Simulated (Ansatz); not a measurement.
Species: nitrogen trifluoride, NF3 (charge 0, singlet). 
Geometry from a B3LYP-D3(BJ)/def2-TZVP (Ansatz, a quantum-chemistry and plane-wave program) optimisation:
```
N
F 1 1.3779
F 1 1.3779 2 102.01
F 1 1.3779 2 102.01 3 105.23
```

Basis-set convergence of Hartree-Fock and CCSD correlation energies (hartree) with Ansatz. Valence correlation only, unless marked. No spin-orbit coupling. No relativistic terms.

| basis | functions | E(HF) | E(corr, CCSD) |
|---|---|---|---|
| cc-pVDZ | - | -352.55039 | -0.75135 |
| cc-pVTZ | 120 | -352.67373 | -0.97026 |
| cc-pVQZ | 220 | -352.70301 | -1.04853 |

Extrapolating the two largest sets (X = 3 and 4) as X^-3: E(corr) = (64·(-1.04853) - 27·(-0.97026))/37 = -1.1056 Eh, an estimate of the basis-set limit. The largest set recovers 94.8 % of it, the smallest 68.0 %.
